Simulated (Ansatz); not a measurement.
## Molecular dynamics of AlClH₂

Input file:

```yaml
crystal:
  periodic: [false, false, false]
  atoms:
    - { symbol: Al, position_ang: [0.0, 0.0, 0.00183] }
    - { symbol: Cl, position_ang: [0.0, 0.0, 2.108817] }
    - { symbol: H, position_ang: [1.408072, 0.0, -0.720323] }
    - { symbol: H, position_ang: [-1.408072, 0.0, -0.720323] }
basis:
  gaussian: { orbitals: "6-31G*" }
hamiltonian:
  xc: pbe0
  dispersion: d4
md:
  timestep: 0.5
  n_steps: 100
  ensemble: nvt_langevin
  temperature: 2000.0
  initial_velocities: maxwell_boltzmann
  seed: 10309
  friction: 0.01
```

Command:

```bash
$ ansatz run input.yaml --threads 1 --pin off --max-ram 2048MiB --backend cpu --events-out ev --progress --plain --runs-dir out
```

It starts from a relaxed structure.

Output, in part (step lines, the closing report, with atoms numbered from 0):

```
md step     0: t =     0.00 fs  T =  1500.0 K  F+E_penalty+E_count = -19145.30796277 eV  E_kin = 0.775560 eV  (21 SCF iters)
[... lines left out ...]
Total energy: -19144.88777774 eV, -703.5616489611 hartree
Atom 0 at     0.126116     0.190691     0.145684 Å, force     0.646138     0.036053    -3.302321 eV/Å
Atom 1 at    -0.019663    -0.082221     2.101133 Å, force    -0.465964    -0.215794     2.467298 eV/Å
Atom 2 at     1.516097    -0.005395    -0.561702 Å, force     0.536046     0.011379     0.325293 eV/Å
Atom 3 at    -0.857651     0.386735    -1.084913 Å, force    -0.716219     0.168362     0.509730 eV/Å
Dipole moment:    -0.097122     0.090136    -0.019936 e Å
```

The steps, from the saved trajectory:

```tsv
time (fs)	T (K)	potential energy less start (eV)
0.0	1500	0.000
1.5	1325	0.026
3.0	1129	0.088
4.5	1012	0.175
6.0	811	0.245
7.5	702	0.290
9.0	440	0.322
10.5	374	0.362
12.0	274	0.412
13.5	319	0.419
15.0	494	0.360
16.5	492	0.288
18.0	646	0.262
19.5	586	0.271
21.0	672	0.254
22.5	992	0.190
24.0	1162	0.127
25.5	1296	0.118
27.0	1126	0.155
28.5	676	0.218
30.0	667	0.283
31.5	489	0.331
33.0	592	0.336
34.5	614	0.323
36.0	851	0.300
37.5	944	0.274
39.0	916	0.257
40.5	748	0.257
42.0	715	0.275
43.5	723	0.298
45.0	957	0.313
46.5	865	0.325
48.0	774	0.362
49.5	766	0.407
```

The run went to its last step. The mean temperature of the second half is 60 % below the set value. A run of 0.05 ps of so small a system gives no equilibrium averages.

The same pairs are bonded in the first frame and the last. Pairs count as bonded within 1.25 times the sum of covalent radii (0.12 Å more for H–H).

Last frame:

```xyz
4
Properties=species:S:1:pos:R:3
Al 0.126 0.191 0.146
Cl -0.020 -0.082 2.101
H 1.516 -0.005 -0.562
H -0.858 0.387 -1.085
```

Time of the run: 97 s on 1 thread of Arm Neoverse V1 (shared host), peak memory 0.083 GiB.
